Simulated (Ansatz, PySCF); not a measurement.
Molecule: C$_{3}$H$_{5}$ (charge 0, doublet). It need not be the lowest isomer of its formula. 
Structure (B3LYP-D3(BJ)/def2-TZVP (Ansatz, a program for electronic structure) minimum search):
```
C
C 1 1.3043
H 2 1.0780 1 138.15
H 1 1.0957 2 118.15 3 0.00
C 1 1.5031 4 115.65 2 -180.00
H 5 1.0889 1 111.21 4 -180.00
H 5 1.0931 6 108.64 1 121.90
H 5 1.0931 6 108.64 7 116.19
```
Charge 0, spin multiplicity 2.

Wanted: atomisation energy (electronic, to ground-state atoms), in kcal/mol. Cores are frozen in the correlated levels unless marked. Open shells are spin-unrestricted. Spin-orbit coupling is left out. Non-relativistic. The coupled-cluster limit lacks core correlation, which all-electron functionals hold. CBS(X,Y): correlation extrapolated as X^-3; Hartree-Fock from the larger set. The bracket is a focal-point correction in the basis named.

The UHF reference is spin-contaminated (<S^2> 0.18 over the pure value in the largest basis). 

```
level                                                     program  atomisation energy (kcal/mol)
-------------------------------------------------  --------------  -----------------------------
HF-D4/def2-TZVPD                                    PySCF + dftd4                          572.2
PBE-D3(BJ)/def2-TZVPD                              Ansatz + dftd3                          761.6
BLYP/def2-TZVPD                                            Ansatz                          738.1
BP86-D3(BJ)/def2-TZVPD                              PySCF + dftd3                          769.4
BP86/def2-TZVPD                                             PySCF                          765.6
BHLYP/def2-TZVPD                                           Ansatz                            [?]
CAM-B3LYP-D4/def2-TZVPD                            Ansatz + dftd4                          746.3
B2PLYP/def2-TZVPD                                          Ansatz                          734.7
SCS-MP2/STO-3G                                             Ansatz                          748.9
SCS-MP2/6-31G*                                             Ansatz                          673.4
SCS-MP2/aug-cc-pVDZ                                        Ansatz                          691.2
CCSD/6-31G                                                 Ansatz                          647.4
CCSD/aug-cc-pVDZ                                           Ansatz                          685.3
RI-MP2/CBS(cc-pVTZ,cc-pVQZ)+[CCSD(T)-MP2]/cc-pVTZ          Ansatz                          740.3
```

Question: Some entries are withheld; supply them.

Answer: 
- BHLYP/def2-TZVPD, atomisation energy (kcal/mol): 723.3
